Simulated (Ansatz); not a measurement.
C3H7NO can be A, `C=C(O)NC`, or B, `C/N=C(\C)O`.

Computed with Ansatz on PBE0-D4/def2-TZVP structures; ΔE is electronic, products minus reactants. CCSD(T)/CBS is the MP2 limit (def2-TZVPP, def2-QZVPP) plus CCSD(T) − MP2 in def2-TZVPP, frozen cores. DFT in def2-TZVPP. B3LYP here is the variant with VWN-RPA as its local correlation; programs differ in this. One conformer a species, not always the lowest.

Problem. Which isomer does CCSD(T)/CBS put lower? Give the gap. (Estimate.)

Solution. Computed: B, by 44.8 kJ/mol.

Problem. Give E(B) − E(A) in kJ/mol with B2PLYP, MP2/def2-TZVPP, PBE-D4, LDA (SPW92), CCSD(T)/def2-SVP, B3LYP-D4, CCSD(T)/def2-TZVPP. (An estimate is asked.)

Solution. Ansatz gave: B2PLYP -45.6, MP2/def2-TZVPP -47.2, PBE-D4 -44.9, LDA (SPW92) -34.9, CCSD(T)/def2-SVP -55.3, B3LYP-D4 -42.6, CCSD(T)/def2-TZVPP -48.3. None reverses the order clearly.

Largest T1 diagnostic: 0.013.

In def2-TZVPP, CCSD(T) changes the Hartree–Fock value by −6.0 kJ/mol (the triples alone add −1.8 kJ/mol) and MP2 by −4.9 kJ/mol. At CCSD(T), def2-SVP lies −10.5 kJ/mol from the extrapolated value and def2-TZVPP −3.6 kJ/mol.
